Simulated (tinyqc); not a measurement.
Inside a calculation. Method: CCD on RHF in the sto-3g basis, frozen core, for OH-, spin multiplicity 1. The basis has no diffuse functions, so it cannot describe the extra electron: this is an exercise in the method, not the real anion. Computed by tinyqc, a small Python program that keeps every step (integrals from PySCF). Settings: charge = -1, multiplicity = 1, basis = sto-3g, method = RHF, frozen orbitals = 1, energy threshold = 1e-10, iteration cap = 67, orthogonalisation = symmetric, start = core, DIIS depth = 6, amplitude equations = CCD, DIIS depth for amplitudes = 6, cap on updates = 70. Command: `OMP_NUM_THREADS=1 python tinyqc.py 22834 22835 out.jsonl` (the two numbers bound the seeds that draw the settings). One thread of a shared host (Intel(R) Xeon(R) Processor @ 2.60GHz), about 0.09 s of CPU time with the checks. The early iterations of the SCF are left out here.

## One-electron integrals

Geometry (angstrom):
```
atom         x         y         z
O     0.000000  0.000000  0.000000
H     0.000000  0.000000  1.275000
```

Basis sto-3g: exponents (1/bohr^2) and contraction coefficients of normalised primitives:
```
element  l (shell)    exponent  coefficient
O            s (1)  130.709320     0.154329
O            s (1)   23.808861     0.535328
O            s (1)    6.443608     0.444635
O            s (2)    5.033151    -0.099967
O            s (2)    1.169596     0.399513
O            s (2)    0.380389     0.700115
O            p (3)    5.033151     0.155916
O            p (3)    1.169596     0.607684
O            p (3)    0.380389     0.391957
H            s (1)    3.425251     0.154329
H            s (1)    0.623914     0.535328
H            s (1)    0.168855     0.444635
```

Overlap, kinetic and nuclear-attraction integrals over the contracted functions; the nuclear repulsion is the sum of Za Zb / Rab.

nuclear repulsion = 3.32032760 hartree

overlap S, lower triangle:
```
           1O 1s     1O 2s    1O 2px    1O 2py    1O 2pz     2H 1s
1O 1s   1.000000
1O 2s   0.236704  1.000000
1O 2px  0.000000  0.000000  1.000000
1O 2py  0.000000  0.000000  0.000000  1.000000
1O 2pz  0.000000  0.000000  0.000000  0.000000  1.000000
2H 1s   0.025473  0.292870  0.000000  0.000000  0.274120  1.000000
```

kinetic energy T (hartree), lower triangle:
```
            1O 1s     1O 2s    1O 2px    1O 2py    1O 2pz     2H 1s
1O 1s   29.003200
1O 2s   -0.168011  0.808128
1O 2px   0.000000  0.000000  2.528731
1O 2py   0.000000  0.000000  0.000000  2.528731
1O 2pz   0.000000  0.000000  0.000000  0.000000  2.528731
2H 1s   -0.008068  0.024093  0.000000  0.000000  0.100794  0.760032
```

nuclear attraction V (hartree), lower triangle:
```
             1O 1s      1O 2s     1O 2px     1O 2py     1O 2pz      2H 1s
1O 1s   -61.033496
1O 2s    -7.281321  -9.466354
1O 2px    0.000000   0.000000  -9.373295
1O 2py    0.000000   0.000000   0.000000  -9.373295
1O 2pz   -0.008749  -0.109215   0.000000   0.000000  -9.434438
2H 1s    -0.800997  -2.021137   0.000000   0.000000  -1.660692  -4.512676
```

core Hamiltonian H = T + V (hartree), lower triangle:
```
             1O 1s      1O 2s     1O 2px     1O 2py     1O 2pz      2H 1s
1O 1s   -32.030296
1O 2s    -7.449332  -8.658226
1O 2px    0.000000   0.000000  -6.844564
1O 2py    0.000000   0.000000   0.000000  -6.844564
1O 2pz   -0.008749  -0.109215   0.000000   0.000000  -6.905707
2H 1s    -0.809065  -1.997044   0.000000   0.000000  -1.559898  -3.752644
```

## Two-electron integrals

Functions are numbered as in S; the eight-fold symmetry (ij|kl) = (ji|kl) = (kl|ij) leaves the list below.

Two-electron integrals (ij|kl) in chemists' order, unique and non-zero (hartree):
```
(11|11) 4.785065   (21|11) 0.741380   (21|21) 0.136873   (22|11) 1.118947
(22|21) 0.256633   (22|22) 0.817206   (31|31) 0.024477   (32|31) 0.037809
(32|32) 0.180518   (33|11) 1.115814   (33|21) 0.256684   (33|22) 0.817023
(33|33) 0.880159   (41|41) 0.024477   (42|41) 0.037809   (42|42) 0.180518
(43|43) 0.047444   (44|11) 1.115814   (44|21) 0.256684   (44|22) 0.817023
(44|33) 0.785270   (44|44) 0.880159   (51|51) 0.024477   (52|51) 0.037809
(52|52) 0.180518   (53|53) 0.047444   (54|54) 0.047444   (55|11) 1.115814
(55|21) 0.256684   (55|22) 0.817023   (55|33) 0.785270   (55|44) 0.785270
(55|55) 0.880159   (61|11) 0.080615   (61|21) 0.014776   (61|22) 0.027591
(61|33) 0.027540   (61|44) 0.027540   (61|51) 0.000652   (61|52) 0.001238
(61|55) 0.027699   (61|61) 0.001614   (62|11) 0.226105   (62|21) 0.052641
(62|22) 0.189457   (62|33) 0.186059   (62|44) 0.186059   (62|51) 0.003920
(62|52) 0.031940   (62|55) 0.196060   (62|61) 0.005804   (62|62) 0.057766
(63|31) 0.005127   (63|32) 0.031210   (63|53) 0.006367   (63|63) 0.007627
(64|41) 0.005127   (64|42) 0.031210   (64|54) 0.006367   (64|64) 0.007627
(65|11) 0.175884   (65|21) 0.041433   (65|22) 0.159299   (65|33) 0.152368
(65|44) 0.152368   (65|51) 0.007787   (65|52) 0.056120   (65|55) 0.172977
(65|61) 0.004736   (65|62) 0.059139   (65|65) 0.067536   (66|11) 0.410595
(66|21) 0.097089   (66|22) 0.402904   (66|33) 0.388379   (66|44) 0.388379
(66|51) 0.008129   (66|52) 0.094142   (66|55) 0.431514   (66|61) 0.010753
(66|62) 0.165655   (66|65) 0.193948   (66|66) 0.774606
```

## Orthogonalisation

S = U s U^T; symmetric (Loewdin) form X = U s^(-1/2) U^T, so that X^T S X = 1.

eigenvalues of S: 0.567685  0.842823  1.000000  1.000000  1.136897  1.452595

X, lower triangle:
```
            1O 1s      1O 2s    1O 2px    1O 2py     1O 2pz     2H 1s
1O 1s    1.022495
1O 2s   -0.127127   1.060371
1O 2px   0.000000   0.000000  1.000000
1O 2py   0.000000   0.000000  0.000000  1.000000
1O 2pz  -0.004034   0.035100  0.000000  0.000000   1.032038
2H 1s    0.016088  -0.166986  0.000000  0.000000  -0.153035  1.069164
```

## Starting guess

The start is the orbitals of the core Hamiltonian; D = 2 C_occ C_occ^T.

D at the start, lower triangle:
```
            1O 1s      1O 2s    1O 2px    1O 2py     1O 2pz     2H 1s
1O 1s    2.122345
1O 2s   -0.522218   2.227814
1O 2px   0.000000   0.000000  2.000000
1O 2py   0.000000   0.000000  0.000000  2.000000
1O 2pz  -0.020237   0.111732  0.000000  0.000000   2.111211
2H 1s    0.051369  -0.215193  0.000000  0.000000  -0.255089  0.049131
```

## Iteration 7 (converged): orbitals

converged F (hartree), lower triangle:
```
             1O 1s      1O 2s    1O 2px    1O 2py     1O 2pz     2H 1s
1O 1s   -19.492976
1O 2s    -4.992712  -1.810231
1O 2px    0.000000   0.000000  0.186028
1O 2py    0.000000   0.000000  0.000000  0.186028
1O 2pz   -0.015180   0.014928  0.000000  0.000000   0.545042
2H 1s    -0.549258  -0.428748  0.000000  0.000000  -0.252542  0.086276
```

Diagonalise F' = X^T F X, C = X C', fill 5 alpha and 5 beta electrons from the bottom; D = 2 C_occ C_occ^T. Each column has its largest component positive (the first on a tie).

F' = X^T F X (hartree), lower triangle:
```
            1          2         3         4          5         6
1  -19.127220
2   -2.638867  -0.868577
3    0.000000   0.000000  0.186028
4    0.000000   0.000000  0.000000  0.186028
5   -0.040672   0.112472  0.000000  0.000000   0.666320
6   -0.031367  -0.289736  0.000000  0.000000  -0.405320  0.300369
```

orbital energies (hartree): MO1 -19.501251, MO2 -0.585067, MO3 0.085022, MO4 0.186028, MO5 0.186028, MO6 0.972188

coefficients C:
```
              MO1        MO2        MO3        MO4       MO5        MO6
1O 1s    0.994599  -0.252378   0.075314   0.000000  0.000000  -0.057786
1O 2s    0.022309   0.964497  -0.380776   0.000000  0.000000   0.306464
1O 2px   0.000000   0.000000   0.000000  -0.044053  0.999029   0.000000
1O 2py   0.000000   0.000000   0.000000   0.999029  0.044053   0.000000
1O 2pz   0.001700  -0.002381   0.479176   0.000000  0.000000   0.927444
2H 1s   -0.003793   0.168592   0.774349   0.000000  0.000000  -0.752741
```

D after iteration 7, lower triangle:
```
            1O 1s      1O 2s    1O 2px    1O 2py    1O 2pz     2H 1s
1O 1s    2.117186
1O 2s   -0.499815   2.151487
1O 2px   0.000000   0.000000  2.000000
1O 2py   0.000000   0.000000  0.000000  2.000000
1O 2pz   0.076761  -0.369434  0.000000  0.000000  0.459236
2H 1s    0.023997  -0.264664  0.000000  0.000000  0.741283  1.256109
```

Within a degenerate level the vectors are fixed only up to a rotation; this is one choice.

## Convergence

Stop when the energy changes by less than 1e-10 hartree and every element of the error matrix X^T (F D S - S D F) X is below 3e-06.

Course of the cycle:
```
iteration   E (hartree)     change  largest element of the error matrix
1          -72.93669010          -                             5.19e-01
2          -73.97981260  -1.04e+00                             2.28e-01
3          -74.04088833  -6.11e-02                             6.77e-02
4          -74.04587279  -4.98e-03                             4.93e-03
5          -74.04588662  -1.38e-05                             8.47e-04
6          -74.04588712  -4.93e-07                             5.12e-06
7          -74.04588712  -1.51e-11                             1.02e-07
```

PySCF RHF in the same basis = -74.04588712 hartree

Converged in 7 iterations.

## Populations, bond orders and dipole

Mulliken: Z minus the diagonal of D S on the atom; Loewdin: the same with S^(1/2) D S^(1/2); Mayer order: 2 sum_s sum (D(s) S)_ij (D(s) S)_ji over the two atoms.

Charges (e):
```
atom   Mulliken    Loewdin
1O    -0.617592  -0.629677
2H    -0.382408  -0.370323
```

Mayer bond orders:
```
pair     order
2-1   0.853764
```

dipole moment about the origin, x y z (debye): 0.000000  0.000000  -1.760425

## Integrals over molecular orbitals

(pq|rs) = sum C_ip C_jq C_kr C_ls (ij|kl), one index at a time.

one-electron integrals over orbitals h = C^T H C (hartree), lower triangle:
```
            1          2          3          4          5          6
1  -32.013743
2    0.614839  -7.153489
3   -0.176423   0.661475  -4.880616
4    0.000000   0.000000   0.000000  -6.844564
5    0.000000   0.000000   0.000000   0.000000  -6.844564
6    0.137591  -0.684907  -1.567390   0.000000   0.000000  -5.754707
```

Two-electron integrals over orbitals (pq|rs), unique and non-zero (hartree); the lowest 1 orbital is frozen and left out:
```
(22|22) 0.745706    (32|22) -0.068589   (32|32) 0.112317    (33|22) 0.549825
(33|32) 0.027680    (33|33) 0.613335    (42|42) 0.161006    (43|42) -0.038569
(43|43) 0.026529    (44|22) 0.775234    (44|32) -0.094136   (44|33) 0.529814
(44|44) 0.880159    (52|52) 0.161006    (53|52) -0.038569   (53|53) 0.026529
(54|54) 0.047444    (55|22) 0.775234    (55|32) -0.094136   (55|33) 0.529814
(55|44) 0.785270    (55|55) 0.880159    (62|22) 0.071819    (62|32) 0.056456
(62|33) 0.001704    (62|44) 0.076182    (62|55) 0.076182    (62|62) 0.112779
(63|22) 0.164106    (63|32) -0.103534   (63|33) -0.022338   (63|44) 0.183132
(63|55) 0.183132    (63|62) 0.016532    (63|63) 0.185796    (64|42) 0.028496
(64|43) 0.015279    (64|64) 0.037985    (65|52) 0.028496    (65|53) 0.015279
(65|65) 0.037985    (66|22) 0.675695    (66|32) -0.000867   (66|33) 0.602110
(66|44) 0.670693    (66|55) 0.670693    (66|62) 0.075030    (66|63) 0.082846
(66|66) 0.705584
```

## CCD: starting amplitudes

t_ij^ab = <ij||ab> / (e_i + e_j - e_a - e_b), whose energy is MP2.

Starting amplitudes (spin orbitals 1a, 1b, ...; amplitudes related by a flip of all spins are not repeated):
```
from      to          t
3a 3b  6a 6b  -0.104713
2a 2b  6a 6b  -0.036211
4a 4b  6a 6b  -0.024158
5a 5b  6a 6b  -0.024158
2a 3b  6a 6b  -0.006763
```

correlation energy = -0.02559805 hartree

## CCD: amplitude update 1

t_ij^ab D_ij^ab are set to the remaining terms of the spin-orbital equations, evaluated with the old amplitudes; for the doubles these are <ij||ab> + 1/2 <ab||ef> t_ij^ef + 1/2 <mn||ij> t_mn^ab + P(ij)P(ab) <mb||ej> t_im^ae + terms in t^2, D the orbital-energy denominators.

Amplitudes after update 1 (spin orbitals 1a, 1b, ...; amplitudes related by a flip of all spins are not repeated):
```
from      to          t
3a 3b  6a 6b  -0.142207
2a 2b  6a 6b  -0.041786
4a 4b  6a 6b  -0.033582
5a 5b  6a 6b  -0.033582
2a 3b  6a 6b  -0.008693
```

correlation energy = -0.03397257 hartree

## CCD: amplitude update 2

As before.

Amplitudes after update 2 (spin orbitals 1a, 1b, ...; amplitudes related by a flip of all spins are not repeated):
```
from      to          t
3a 3b  6a 6b  -0.155430
2a 2b  6a 6b  -0.041200
4a 4b  6a 6b  -0.037976
5a 5b  6a 6b  -0.037976
2a 3b  6a 6b  -0.009052
```

correlation energy = -0.03670913 hartree

## CCD: amplitude update 3

t_ij^ab D_ij^ab are set to the remaining terms of the spin-orbital equations, evaluated with the old amplitudes; for the doubles these are <ij||ab> + 1/2 <ab||ef> t_ij^ef + 1/2 <mn||ij> t_mn^ab + P(ij)P(ab) <mb||ej> t_im^ae + terms in t^2, D the orbital-energy denominators. DIIS then mixes the stored amplitudes.

DIIS coefficients: -0.612002  1.612002

Amplitudes after update 3 (spin orbitals 1a, 1b, ...; amplitudes related by a flip of all spins are not repeated):
```
from      to          t
3a 3b  6a 6b  -0.163079
4a 4b  6a 6b  -0.041867
5a 5b  6a 6b  -0.041867
2a 2b  6a 6b  -0.039359
2a 3b  6a 6b  -0.009042
```

correlation energy = -0.03821785 hartree

## CCD: convergence

E_corr = 1/4 sum <ij||ab> t_ij^ab; stop when the norm of the change is below 1e-8.

Course of the amplitude iterations:
```
update  correlation energy (hartree)  norm of the change
0                        -0.02559805                   -
1                        -0.03397257            8.05e-02
2                        -0.03670913            2.93e-02
3                        -0.03821785            1.19e-02
4                        -0.03822375            2.71e-03
5                        -0.03823883            6.67e-04
6                        -0.03823245            5.56e-05
7                        -0.03823421            1.50e-05
8                        -0.03823462            2.80e-06
9                        -0.03823462            1.78e-08
10                       -0.03823462            2.34e-12
```

Converged amplitudes (spin orbitals 1a, 1b, ...; amplitudes related by a flip of all spins are not repeated):
```
from      to          t
3a 3b  6a 6b  -0.162914
4a 4b  6a 6b  -0.044302
5a 5b  6a 6b  -0.044302
2a 2b  6a 6b  -0.038143
2a 3b  6a 6b  -0.009028
```

CCD total energy = -74.08412173 hartree

Converged in 10 updates, with DIIS from the third.
